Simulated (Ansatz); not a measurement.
NaF (rock salt): values from a third-order Birch-Murnaghan fit to a volume scan beside measured ones. Computed values: r2SCAN (plane waves to 500 eV, PAW, scalar-relativistic; Ansatz, a program for electronic structure). NaF was relaxed with its symmetry unable to fall.

| quantity | reference | kind |
|---|---|---|
| Lattice constant a (Å) | 4.582 | measured, corrected to the static lattice |
| Bulk modulus B₀ (GPa) | 53.1 | measured, corrected to the static lattice |

References as given in: Daniel Mejia-Rodriguez, S. B. Trickey, Physical Review B (2018), arXiv:1807.09216.

Problem. Estimate the r2SCAN values and the sign and size of each difference.

Solution. 
```tsv
quantity	r2SCAN	difference
Lattice constant a (Å)	4.594	+0.3 %
Bulk modulus B₀ (GPa)	54.4	+2.4 %
```

For the lattice constant a it lies within 0.3 % of the reference. For the bulk modulus B₀ it lies within 5 % of the reference.

(A scan under strain: stresses follow from slopes of the energy per volume, elastic moduli from its curvatures.)
